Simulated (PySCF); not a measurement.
# Working out the ionisation energy of O

O [He] 2s2 2p4 (3P) → O⁺ [He] 2s2 2p3 (4S). Calculation: PySCF 2.14, in x2c-QZVPPall (7s4p3d2f1g, 57 functions); the spin-free X2C one-electron Hamiltonian (Gaussian nucleus). Frozen: nothing. Energies in hartree (1 hartree = 27.21139 eV):

```
            part   O (lower)  O⁺ (upper)
             UHF  -74.870976  -74.429541
CCSD correlation   -0.196116   -0.143723
             (T)   -0.003851   -0.002049
```

Task: What does Hartree-Fock give?

Result: (-74.429541) − (-74.870976) = 0.441435 hartree = 12.012 eV.

Task: What do CCSD and CCSD(T) give?

Result: The CCSD correlation energies differ by 0.052393 hartree = 1.426 eV and the triples by 0.001802 hartree = 0.049 eV, so CCSD gives 13.438 eV and CCSD(T) 13.487 eV.

Measured between the centres of the two terms (NIST): 13.608 eV, so CCSD(T) (valence and next inner shell) is off by -0.121 eV.

What remains against the reference includes basis incompleteness and higher excitations.
